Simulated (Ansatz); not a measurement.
Geometry optimisation, RKS revPBE-D4/def2-SVP (Ansatz 0.2.0).

Input file:

```yaml
crystal:
  periodic: [false, false, false]
  atoms:
    - { symbol: B, position_ang: [0.0, 0.0, 0.0] }
    - { symbol: C, position_ang: [0.0, 0.0, 1.6] }
    - { symbol: H, position_ang: [-0.9996, -0.3092, 1.9705] }
    - { symbol: H, position_ang: [0.7676, -0.7111, 1.9705] }
    - { symbol: H, position_ang: [0.232, 1.0203, 1.9705] }
    - { symbol: H, position_ang: [1.0305, 0.0, -0.595] }
    - { symbol: Cl, position_ang: [-1.6108, 0.0, -0.93] }
basis:
  gaussian: { orbitals: def2-SVP }
hamiltonian:
  xc: revpbe
  dispersion: d4
relax:
  f_tol: 0.02
  max_steps: 40
```

Launched with:

```bash
$ ansatz run input.yaml --threads 1 --pin off --max-ram 2048MiB --backend cpu --events-out ev --progress --plain --runs-dir out
```

**Question.** Where does it end, and by what steps?

**Answer.** The forces met the threshold. The force dipped under the threshold on the way, but the program's further checks kept it going. After 10 steps the energy has fallen by 0.145 eV; Cl7 moved furthest, 0.19 Å.

```tsv
step	energy less start (eV)	largest force component (eV/Å)	accepted
0	0.0000	1.514	yes
1	-0.1169	0.880	yes
2	-0.1407	0.174	yes
3	-0.1392	0.278	no
4	-0.1432	0.049	yes
5	-0.1439	0.042	yes
6	-0.1445	0.046	yes
7	-0.1447	0.006	yes
8	-0.1449	0.035	yes
9	-0.1449	0.024	yes
10	-0.1450	0.002	yes
```

```xyz
7
Properties=species:S:1:pos:R:3
B -0.028 0.019 0.018
C -0.043 -0.012 1.581
H -1.034 -0.184 2.041
H 0.671 -0.786 1.941
H 0.371 0.951 1.960
H 0.993 0.172 -0.625
Cl -1.512 -0.159 -0.930
```

Whether the end is a true minimum wasn't checked by a vibrational analysis.

The run took 18 s on 1 thread of Arm Neoverse V1, on a shared host, peak memory 0.12 GiB.
